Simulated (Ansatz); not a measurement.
Born–Oppenheimer molecular dynamics of CH6BN (9 atoms, charge 0, multiplicity 1). It goes on from the last frame of an earlier run, with new velocities.

These are results of Ansatz 0.2.0, RKS PBE/def2-mTZVP, not measurements.

```yaml
ensemble: NVT, Nosé–Hoover chain
time_step: 1 fs
steps_asked: 100
set_temperature: 300 K
thermostat: time constant 50 fs, chain length 5
seed: 954540
```

First frame:

```xyz
9
Properties=species:S:1:pos:R:3
B 0.057 -0.056 -0.076
H 0.225 0.199 1.017
N 1.324 -0.068 -0.680
H 2.374 0.017 -0.488
H 1.224 -0.541 -1.880
C -1.349 0.040 -0.820
H -1.716 -0.411 -1.773
H -2.051 -0.463 -0.144
H -1.136 1.216 -0.999
```

**Question.** How far do the bonds stretch over the last three quarters of this one trajectory? (Pairs bonded in most of those frames.)

**Answer.** 
| bond | mean (Å) | spread (Å) | shortest | longest |
| --- | --- | --- | --- | --- |
| B1–H2 | 1.210 | 0.025 | 1.16 | 1.26 |
| B1–N3 | 1.407 | 0.037 | 1.35 | 1.47 |
| B1–C6 | 1.584 | 0.038 | 1.52 | 1.67 |
| N3–H4 | 1.020 | 0.034 | 0.95 | 1.09 |
| N3–H5 | 1.055 | 0.107 | 0.89 | 1.22 |
| C6–H7 | 1.106 | 0.006 | 1.10 | 1.12 |
| C6–H8 | 1.108 | 0.033 | 1.05 | 1.16 |
| C6–H9 | 1.114 | 0.046 | 1.04 | 1.19 |

Mean temperature of the second half: 557 K. The conserved energy wandered by up to 12.1 meV per atom (net -8.0 meV per atom), which is poor conservation. The mean temperature of the second half is 86 % above the set value. A run of 0.1 ps of so small a system gives no equilibrium averages.

Run time: 2.3 min on 1 thread of Arm Neoverse V2, with other jobs on the host, peak memory 0.12 GiB.
